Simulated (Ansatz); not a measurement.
C4H12Si (`CC[SiH2]CC`). Charge 0, multiplicity 1. The geometry is a stationary point of PBE0-D4/def2-TZVP. It is one conformer, not always the lowest.

```xyz
17

C     1.579   -1.053   -1.004
C     1.224   -0.870    0.470
Si   -0.625   -0.805    0.798
C    -1.456    0.572   -0.174
C    -0.878    1.956    0.109
H     2.660   -1.110   -1.156
H     1.142   -1.970   -1.408
H     1.208   -0.223   -1.611
H     1.644   -1.687    1.067
H     1.678    0.047    0.860
H    -0.860   -0.590    2.257
H    -1.238   -2.114    0.423
H    -1.379    0.338   -1.242
H    -2.526    0.551    0.059
H    -1.399    2.735   -0.454
H     0.180    2.012   -0.161
H    -0.955    2.211    1.169
```

Question: What is the dipole moment at r2SCAN/def2-TZVPP? (An estimate is asked.)

Answer: Computed: 0.86 D, with components (0.41, 0.53, -0.53) D in this frame, pointing from negative to positive charge.

Question: And with PBE, B3LYP, ωB97M-V? (Best estimate.)

Answer: Computed: PBE 0.86 D, B3LYP 0.80 D, ωB97M-V 0.80 D.

Question: Give the Mulliken charges with r2SCAN, ωB97M-V, PBE in def2-TZVPP. (Best estimate.)

Answer: Computed: 
| atom | r2SCAN | ωB97M-V | PBE |
| --- | --- | --- | --- |
| C1 | -0.15 | -0.32 | -0.26 |
| C2 | -0.16 | -0.32 | -0.20 |
| Si3 | 0.31 | 0.27 | 0.24 |
| C4 | -0.16 | -0.32 | -0.20 |
| C5 | -0.15 | -0.32 | -0.26 |
| H6 | 0.04 | 0.11 | 0.08 |
| H7 | 0.05 | 0.11 | 0.09 |
| H8 | 0.05 | 0.10 | 0.08 |
| H9 | 0.05 | 0.11 | 0.08 |
| H10 | 0.05 | 0.11 | 0.08 |
| H11 | -0.09 | -0.04 | -0.08 |
| H12 | -0.09 | -0.04 | -0.08 |
| H13 | 0.05 | 0.11 | 0.08 |
| H14 | 0.05 | 0.11 | 0.08 |
| H15 | 0.04 | 0.11 | 0.08 |
| H16 | 0.05 | 0.10 | 0.08 |
| H17 | 0.05 | 0.11 | 0.09 |

B3LYP here is the variant with VWN-RPA as its local correlation; programs differ in this.
